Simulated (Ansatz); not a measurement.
# Worked example: correlation energy of B–SiH–Cl, doublet

Geometry: displaced at random from a stationary point.

```xyz
4

B     0.1030   -0.7655    2.2918
Si   -0.0618    0.4440    0.6962
Cl    0.0148   -0.1707   -1.2720
H     0.0979    1.8447    0.7604
```

Basis cc-pVDZ; Ansatz 0.2.0. Correlated methods freeze the noble-gas cores, which leaves 15 electrons in 44 orbitals. Prefix R: restricted or restricted open-shell reference.

Full CI isn't at hand for all of this; RCCSDT(Q) serves as the reference, and is uncertain by the last step of the cluster series or more.

RCCSD has a T1 diagnostic of 0.049 and a largest doubles amplitude of 0.10.

Runs differ by some tens of microhartree through their thresholds and, for an open shell, their frozen cores, so steps under 0.03 kcal/mol mean nothing.

```
    level  total energy (hartree)
      RHF             -773.568985
     RMP2             -773.840423
    RCCSD             -773.889498
 RCCSD(T)             -773.899651
   RCCSDT             -773.901632
RCCSDT(Q)             -773.902483
```

**Question.** What is the correlation energy at RCCSDT(Q), and what share of it do RMP2 and RCCSD recover?

**Answer.** E(corr) = -773.902483 − (-773.568985) = -0.333498 hartree = -9.075 eV. RMP2: -0.271438 / -0.333498 = 81.39 %. RCCSD: -0.320513 / -0.333498 = 96.11 %.

**Question.** By how many kcal/mol does RCCSD(T) miss RCCSDT(Q) (1 hartree = 627.509 kcal/mol), and which steps make up the rest?

**Answer.** -773.899651 − (-773.902483) = 0.002832 hartree = 1.78 kcal/mol. Steps: RCCSDT − RCCSD(T) = -1.24, RCCSDT(Q) − RCCSDT = -0.53 kcal/mol. Differences between like states or geometries often cancel part of this.
